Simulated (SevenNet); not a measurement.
fcc Sr

Level of theory: the machine-learned potential SevenNet-l3i5 (trained on PBE and PBE+U data).

Cell (relaxed at this level):

```
Sr
1.0
    0.00000     3.01457     3.01457
    3.01457     0.00000     3.01457
    3.01457     3.01457     0.00000
Sr
1
Direct
  0.00000   0.00000   0.00000
```

```yaml
lattice_constant_a: 6.029 Å
volume_per_atom: 54.79 Å³/atom
```

Measured, for comparison: lattice constant a 6.045 Å, equilibrium volume per atom 55.22 Å³/atom (low-temperature or extrapolated to 0 K; zero-point anharmonic expansion removed; as tabulated in Csonka et al. (2009), arXiv:0903.4037). Computed (rounded) less measured: lattice constant a -0.3 %, equilibrium volume per atom -0.8 %.

A machine-learned potential is trained on density-functional data: it inherits that level's misses and adds fitting errors of its own.

Note: the model gives imaginary modes for this phase (in the spectrum interpolated from a supercell).
